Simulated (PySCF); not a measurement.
Working with the constants of PN

PBE0 constants of PN, ¹Σ⁺ (singlet), closed shell (P def2-TZVP, N def2-TZVP; no relativity (PySCF 2.14); masses 30.9738 and 14.0031 u):

* ωe: 1428.4 cm⁻¹
* ωexe: 5.53 cm⁻¹
* Be: 0.7987 cm⁻¹
* αe: 0.00470 cm⁻¹
* D (centrifugal): 9.99e-07 cm⁻¹
* De to P + N: 5.98 eV

(1) Give the vibrational terms G(v) and spacings up to v = 6.

(2) How well does the Morse estimate ωe²/(4ωexe) reproduce De, and what is D0?

Measured values (Huber and Herzberg, Constants of Diatomic Molecules (1979)): ωe = 1337.24 cm⁻¹, ωexe = 6.983 cm⁻¹, Be = 0.7864854 cm⁻¹, αe = 0.0055364 cm⁻¹.

Answers

(1) G(v) = ωe(v+½) − ωexe(v+½)².

```tsv
v	G(v) (cm⁻¹)	G(v) − G(v−1)	Bv (cm⁻¹)
0	712.8		0.7964
1	2130.2	1417.3	0.7916
2	3536.4	1406.3	0.7869
3	4931.7	1395.2	0.7823
4	6315.8	1384.2	0.7775
5	7688.9	1373.1	0.7728
6	9051.0	1362.0	0.7681
```

(2) It gives 11.44 eV, 191 % of the computed De. D0 = De − G(0) = 5.98 − 0.09 = 5.89 eV.
